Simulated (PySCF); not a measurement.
# Ways to converge the SCF of PH (triplet)

Do solver options change the result for PH (triplet), or only the number of cycles?

Computed with PySCF 2.14.0. Level: each script names its method and basis.

3 further runs of the same task are left out: 3 that didn't finish.

## 1. Where the work starts

PH (triplet): 2 atoms, charge 0, spin multiplicity 3.

Bond lengths: P1–H2 1.316 Å.

## 2. The run that the others are compared with

Contents of input.py:

```python
from pyscf import gto, dft
from pyscf.geomopt.geometric_solver import optimize

mol = gto.M(
    atom='P 0 0 0; H 0 0 1.316',
    basis='jorge-dzp-dkh',
    charge=0,
    spin=2,
    verbose=4,
)
mf = dft.ROKS(mol, xc='pw6b95')
mf = mf.sfx2c1e()
mf.kernel()
g = mf.nuc_grad_method()
g.grid_response = True
mol_eq = optimize(g.as_scanner(), maxsteps=30)
print('optimised geometry (angstrom)')
print(mol_eq.tostring('raw'))
print('orbital energies (hartree):', mf.mo_energy[..., max(0, mol.nelec[1]-3):mol.nelec[0]+3].round(4))
```

Launch:

```console
$ python input.py
```

The log of this run is left out.

It gives: at the starting geometry E(SCF) = -342.981343 Eh, 7 cycles, optimised bond 1.438 Å in 4 steps; the optimisation lowers the energy by 0.178 eV.

The triplet is typed in the script; nothing here shows that it is the ground state.

## 3. DIIS space 20

Run 1 changes DIIS space: default → 20.

Contents of input.py:

```python
from pyscf import gto, dft
from pyscf.geomopt.geometric_solver import optimize

mol = gto.M(
    atom='P 0 0 0; H 0 0 1.316',
    basis='jorge-dzp-dkh',
    charge=0,
    spin=2,
    verbose=4,
)
mf = dft.ROKS(mol, xc='pw6b95')
mf = mf.sfx2c1e()
mf.diis_space = 20
mf.kernel()
g = mf.nuc_grad_method()
g.grid_response = True
mol_eq = optimize(g.as_scanner(), maxsteps=30)
print('optimised geometry (angstrom)')
print(mol_eq.tostring('raw'))
print('orbital energies (hartree):', mf.mo_energy[..., max(0, mol.nelec[1]-3):mol.nelec[0]+3].round(4))
```

Launch:

```console
$ python input.py
```

## 4. Convergence threshold 1e-07 hartree

Run 2 changes convergence threshold: default → 1e-07 hartree.

Changes to input.py since step 2:

```diff
@@ -12,2 +12,3 @@
 mf = mf.sfx2c1e()
+mf.conv_tol = 1e-07
 mf.kernel()
```

## 5. DIIS space off

Run 3 changes DIIS space: default → off.

Changes to input.py since step 2:

```diff
@@ -12,2 +12,3 @@
 mf = mf.sfx2c1e()
+mf.diis = False
 mf.kernel()
```

Before running it: what results should come out? Wanted: for each run, E(SCF); from base; after the SCF.

**Answer**, as computed:

```tsv
run	E(SCF) (hartree)	from base (eV)	cycles	after the SCF
base	-342.981343	0	7	bond 1.438 Å, -0.178 eV
DIIS space 20	-342.981343	0.0000	7	bond 1.438 Å, -0.178 eV
convergence threshold 1e-07 hartree	-342.981343	0.0000	5	bond 1.438 Å, -0.178 eV
DIIS space off	-342.981343	0.0000	14	bond 1.438 Å, -0.178 eV
```

SCF columns refer to the geometry typed in the script.

Distance from each run's final energy (log10 hartree) by cycle:

```tsv
run	cycle 1	cycle 2	cycle 3	cycle 5	cycle 8	cycle 12
base	-3.0	-4.0	-5.6	-8.3	done	done
DIIS space 20	-3.0	-4.0	-5.6	-8.3	done	done
convergence threshold 1e-07 hartree	-3.0	-4.0	-5.6	-8.5	done	done
DIIS space off	-3.0	-4.0	-4.5	-5.6	-7.1	-8.8
```

With DIIS space 20 or convergence threshold 1e-07 hartree or DIIS space off the SCF ends at the base energy. The base needs 7 cycles and the run with DIIS space off needs 14. The cycles with DIIS space 20 repeat those of the base digit for digit, so the setting never acted.
